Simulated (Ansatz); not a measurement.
Two shapes of singlet H4O2.

Shape 1:

```xyz
6

O    -1.3396   -0.1445    0.0000
H    -1.7527    0.6381    0.0000
H    -0.4747    0.0808    0.0000
O     1.2636    0.1489    0.0000
H     1.4176   -0.3771   -0.6978
H     1.4176   -0.3771    0.6978
```

Shape 2:

```xyz
6

O    -1.5726   -0.1696    0.0000
H    -2.0575    0.7491    0.0000
H    -0.5573    0.0949    0.0000
O     1.4834    0.1748    0.0000
H     1.6641   -0.4427   -0.8191
H     1.6641   -0.4427    0.8191
```

Basis set: def2-TZVP (spherical functions). Frozen core: 2 orbitals. Charge 0, multiplicity 1.

Computed with Ansatz (development build ahead of 0.2.0); each method stands on the lowest determinant of its kind that the runs found.

Q: Which shape is lower in energy, and by how much in each method?

A:

| method | E(2) − E(1) (eV) |
| --- | --- |
| RHF | 0.362 |
| RHF-MP2 | -0.277 |

The methods disagree on the order. Caution: no unrestricted run beside it, a lower state can exist.
